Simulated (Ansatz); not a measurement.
# Sb: from a trial structure to a relaxed crystal

Method: DFT r2SCAN, scalar-relativistic, plane waves, PAW (Ansatz 0.2.0). Cutoff 500 eV, Γ-centred k mesh, Gaussian smearing, no spin polarisation in the final step.

The start puts Sb on the diamond structure type (Fd-3m, No. 227), at a guessed volume.

```
Sb
1.0
     0.00000    3.24481    3.24481
     3.24481    0.00000    3.24481
     3.24481    3.24481    0.00000
Sb
2
Direct
  0.50000 0.50000 0.50000
  0.75000 0.75000 0.75000
```

Cell and atoms relax at zero pressure; the relaxation can't lower the symmetry of the start. After a coarse first stage the cell is made exact in the group found at 0.06 Å.

Energies count from the standard state of Sb at the same level.

(1) Describe the relaxed structure.

(2) What are its volume, energy, density and gap?

Results:

(1) It keeps Fd-3m (No. 227). The result has the diamond structure. Conventional cell: a = 6.942 Å. Sb has 4 Sb at 3.01 Å.

```cif
data_structure
_symmetry_space_group_name_H-M 'Fd-3m:1'
_symmetry_Int_Tables_number 227
_cell_length_a 6.9418
_cell_length_b 6.9418
_cell_length_c 6.9418
_cell_angle_alpha 90.000
_cell_angle_beta 90.000
_cell_angle_gamma 90.000
_cell_volume 334.51
loop_
_atom_site_label
_atom_site_type_symbol
_atom_site_symmetry_multiplicity
_atom_site_Wyckoff_symbol
_atom_site_fract_x
_atom_site_fract_y
_atom_site_fract_z
_atom_site_occupancy
Sb1 Sb 8 a 0.50000 0.00000 0.50000 1
```

(2) The volume per atom is 41.81 Å³. The density is 4.84 g/cm³ and the energy over the standard structure is 0.38 eV/atom. The gap on the 14×14×14 mesh is 0 eV (a metal).

The final run used a 14×14×14 mesh on its 2-atom cell and 0.10 eV smearing. The k mesh leaves about 4 meV/atom of noise in metals. Spin–orbit coupling is left out. Symmetry constrained the relaxation, so the result can be a saddle point. The steps took about 80 core-seconds in all.